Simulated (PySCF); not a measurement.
Compound: N-methylethylenediamine, C₃H₁₀N₂.
SMILES with atom numbers: `[CH3:1][NH:2][CH2:3][CH2:4][NH2:5]` (hydrogens: H6, H7, H8 on C1; H9 on N2; H10, H11 on C3; H12, H13 on C4; H14, H15 on N5)

Level: CAM-B3LYP/def2-SVPD in PySCF, non-relativistic, on one gas-phase PBE0-D3(BJ)/def2-SVP geometry that isn't relaxed in the solvent. The solvent is an IEF-PCM continuum (van der Waals radii × 1.2). Only the electrostatic response of the medium enters.

Gas phase at CAM-B3LYP/def2-SVPD: HOMO -7.75 eV, LUMO 1.49 eV, dipole 0.60 D.

Problem. What does the continuum do to the energy, the frontier levels and the dipole at CAM-B3LYP/def2-SVPD in cyclohexane and dichloromethane?

Solution. 
| solvent | ε | E(solvent) − E(gas) (kcal/mol) | polarisation term (kcal/mol) | distortion of the solute (kcal/mol) | HOMO (eV) | LUMO (eV) | dipole (D) |
| --- | --- | --- | --- | --- | --- | --- | --- |
| cyclohexane | 2.017 | -2.08 | -2.18 | 0.10 | -7.76 | 1.57 | 0.66 |
| dichloromethane | 8.93 | -4.69 | -5.23 | 0.54 | -7.82 | 1.63 | 0.74 |

The first energy column is the sum of the next two and covers electrostatics alone. From cyclohexane to dichloromethane the lowering changes by a factor 2.25, Onsager's factor (ε − 1)/(2ε + 1) by 2.08 and ε itself by 4.4.

Problem. How does the static polarisability (CAM-B3LYP/def2-SVPD, frozen core, with the continuum's full static response) change?

Solution. 
| medium | isotropic (au) | principal values (au) | ⟨r²⟩ of the electrons (bohr²) |
| --- | --- | --- | --- |
| gas | 58.1 | 52.2, 55.6, 66.5 | 576.5 |
| cyclohexane | 64.5 | 58.9, 62.2, 72.4 | 576.2 |
| dichloromethane | 73.8 | 70.1, 72.1, 79.1 | 575.7 |

The isotropic value in dichloromethane is 1.27 times the gas-phase one; no cavity-field correction is applied. ⟨r²⟩ is taken about the centre of nuclear charge.

Shape of the structure used: `[CH3:1][NH:2][CH2:3][CH2:4][NH2:5]`: C1–N2–C3–C4 -174°, N2–C3–C4–N5 -53°, H–N5–C4–C3 -162°, H–N5–C4–C3 82°.
